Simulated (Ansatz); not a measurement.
bcc Sr (high-temperature phase) was calculated with r²SCAN-D4 (plane waves, PAW; Ansatz, a program for electronic structure).

Numerical settings: plane-wave cutoff 500 eV, 22×22×22 k mesh, Fermi–Dirac smearing 0.1 eV, scalar-relativistic PAW data made under PBE.

Computed at the level's own relaxed cell.

Q: Give the computed equilibrium volume per atom and equilibrium lattice constant a.

A: 
equilibrium volume per atom: 55.60 Å³/atom
equilibrium lattice constant a: 4.809 Å

The run finds no gap.

Note: symmetry holds this phase in the static calculation, where it need not be a minimum.

Static lattice: no zero-point or thermal effects.

The result took roughly 110 core-seconds.
